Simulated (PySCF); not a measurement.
# SiF⁺: basis, grid and Hamiltonian

Aim: see how much the energy and properties of SiF⁺ depend on the numerical set-up.

Program: PySCF 2.14.0. Level of theory: each script names its method and basis. These are calculated values, not measurements.

## (1) The system as given

SiF⁺: 2 atoms, charge 1, spin multiplicity 1.

Bond lengths: Si1–F2 1.482 Å.

## (2) The base run

input.py reads:

```python
from pyscf import gto, dft
from pyscf.geomopt.geometric_solver import optimize

mol = gto.M(
    atom='Si 0 0 0; F 0 0 1.482',
    basis='ano-rcc-vdzp',
    charge=1,
    spin=0,
    symmetry=True,
    verbose=4,
)
mf = dft.UKS(mol, xc='m06l')
mf = mf.sfx2c1e()
mf = mf.density_fit(auxbasis='def2-universal-jkfit')
mf.kernel()
g = mf.nuc_grad_method()
g.grid_response = True
mol_eq = optimize(g.as_scanner(), maxsteps=30)
print('optimised geometry (angstrom)')
print(mol_eq.tostring('raw'))
print('orbital energies (hartree):', [e[max(0, n-3):n+3].round(4) for e, n in zip(mf.mo_energy, mol.nelec)])
```

Launch:

```console
OMP_NUM_THREADS=1 python input.py
```

## (3) Density fitting auto

Variant 1 changes density fitting: def2-universal-jkfit → auto.

input.py, as its differences from that of step 2:

```diff
@@ -13,3 +13,3 @@
 mf = mf.sfx2c1e()
-mf = mf.density_fit(auxbasis='def2-universal-jkfit')
+mf = mf.density_fit()
 mf.kernel()
```

## (4) Spin-free X2C off

Variant 2 changes spin-free X2C: on → off.

input.py, as its differences from that of step 2:

```diff
@@ -12,3 +12,2 @@
 mf = dft.UKS(mol, xc='m06l')
-mf = mf.sfx2c1e()
 mf = mf.density_fit(auxbasis='def2-universal-jkfit')
```

## (5) Integration grid (99, 590)

Variant 3 changes integration grid: default → (99, 590).

input.py, as its differences from that of step 2:

```diff
@@ -14,2 +14,3 @@
 mf = mf.density_fit(auxbasis='def2-universal-jkfit')
+mf.grids.atom_grid = (99, 590)
 mf.kernel()
```

## (6) Pcseg-1 (X2C off)

Variant 4 changes basis set: ano-rcc-vdzp → pcseg-1; spin-free X2C: on → off.

input.py, as its differences from that of step 2:

```diff
@@ -5,3 +5,3 @@
     atom='Si 0 0 0; F 0 0 1.482',
-    basis='ano-rcc-vdzp',
+    basis='pcseg-1',
     charge=1,
@@ -12,3 +12,2 @@
 mf = dft.UKS(mol, xc='m06l')
-mf = mf.sfx2c1e()
 mf = mf.density_fit(auxbasis='def2-universal-jkfit')
```

## (7) 6-31+g* (X2C off)

Variant 5 changes basis set: ano-rcc-vdzp → 6-31+g*; spin-free X2C: on → off.

input.py, as its differences from that of step 2:

```diff
@@ -5,3 +5,3 @@
     atom='Si 0 0 0; F 0 0 1.482',
-    basis='ano-rcc-vdzp',
+    basis='6-31+g*',
     charge=1,
@@ -12,3 +12,2 @@
 mf = dft.UKS(mol, xc='m06l')
-mf = mf.sfx2c1e()
 mf = mf.density_fit(auxbasis='def2-universal-jkfit')
```

**Question.** What will these runs give? Wanted: for each run, E(SCF); from base; gap; after the SCF.

The runs gave:

```csv
run,E(SCF) (hartree),from base (eV),cycles,gap (eV),functions,after the SCF
base,-389.729434,0,8,6.30,32,"bond 1.582 Å, -0.230 eV"
density fitting auto,-389.729292,+0.0039,8,6.30,32,"bond 1.582 Å, -0.230 eV"
spin-free X2C off (poor choice),-388.889350,not comparable,8,6.26,32,"bond 1.582 Å, -0.232 eV"
"integration grid (99, 590)",-389.729485,-0.0014,8,6.30,32,"bond 1.581 Å, -0.230 eV"
pcseg-1 (X2C off),-388.955293,not comparable,8,6.31,32,"bond 1.578 Å, -0.216 eV"
6-31+g* (X2C off),-388.992353,not comparable,8,6.33,40,"bond 1.564 Å, -0.164 eV"
```

SCF columns refer to the geometry typed in the script.

What this shows: Of the runs whose energies can be compared, “density fitting auto” moves the SCF energy most (+0.004 eV). Rows marked «poor choice» come from settings spoiled on purpose.
